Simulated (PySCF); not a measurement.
PH₅ (singlet). Computed with BP86 in PySCF with P def2-TZVP, H def2-TZVP; no relativity; density-fitted integrals.

Harmonic bands of its minimum:

```csv
ω (cm⁻¹),"IR (km/mol, summed over degenerate members)",degeneracy
461,16.4,2
1145,180,1
1209,273,2
1404,0.0,2
1795,0.0,1
1888,863,1
2216,0.0,1
2223,187,2
```

Problem. The central atom is P. Infer the point group and assign the bands.

Solution. D3h. The modes span 3e' + 2a2'' + e'' + 2a1': 461 e', 1145 a2'', 1209 e', 1404 e'', 1795 a1', 1888 a2'', 2216 a1', 2223 e'. The computed geometry has P–H 1.440 Å (×3), P–H 1.492 Å (×2); H–P–H 90.0° (×6), H–P–H 120.0° (×3), H–P–H 180.0°.
